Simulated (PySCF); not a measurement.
Spin-rotation constants: acrylic acid (C(=C)C(=O)O, C3H4O2)

Geometry:
```tsv
atom	x (Å)	y (Å)	z (Å)
C1	-1.474	-0.442	-0.402
C2	-0.371	-0.405	0.331
C3	0.785	0.422	-0.065
O4	0.852	1.119	-1.045
O5	1.795	0.313	0.813
H6	-2.327	-1.039	-0.130
H7	-1.541	0.139	-1.308
H8	-0.249	-0.965	1.246
H9	2.543	0.863	0.534
```

Theory: GIAO wB97X-D/aug-pcSseg-1 magnetisability, rotational g tensor and spin-rotation constants, non-relativistic, gas phase (PySCF 2.14.0). Geometry: GFN2-xTB.

Question: Give the nuclear spin-rotation constants along the inertial axes (H = +C I·J) beside the isotropic shieldings.

Answer: Rotational constants 11.2337, 4.2711, 3.0946 GHz. A star marks the isotopologue with that one atom substituted, in its own axes.
| atom | isotope | Caa (kHz) | Cbb (kHz) | Ccc (kHz) | mean (kHz) | σ (ppm) |
| --- | --- | --- | --- | --- | --- | --- |
| H6 | 1H | 0.688 | -0.264 | -0.361 | 0.021 | 25.5 |
| H7 | 1H | -1.022 | 0.452 | -0.353 | -0.308 | 24.6 |
| H8 | 1H | -1.173 | 0.465 | -0.357 | -0.355 | 25.2 |
| H9 | 1H | 0.494 | -0.288 | -0.419 | -0.071 | 25.5 |
| C1 | 13C* | 4.638 | 1.975 | 0.356 | 2.323 | 42.0 |
| C2 | 13C* | 4.019 | 1.915 | 0.470 | 2.135 | 51.4 |
| C3 | 13C* | 6.014 | 1.433 | 0.800 | 2.749 | 13.3 |
| O4 | 17O* | -5.480 | -2.402 | -0.214 | -2.699 | -63.2 |
| O5 | 17O* | -2.209 | -1.119 | -0.608 | -1.312 | 126.8 |

For the geometry as given, no vibrational averaging.

Question: How do the rotational constants and the g tensor change when H6, H7, H8, H9 are replaced by deuterium?

Answer: Constants 10.2188, 3.6873, 2.7096 GHz; g -0.1172, -0.0267, 0.0013, against -0.1285, -0.0308, 0.0017 before.
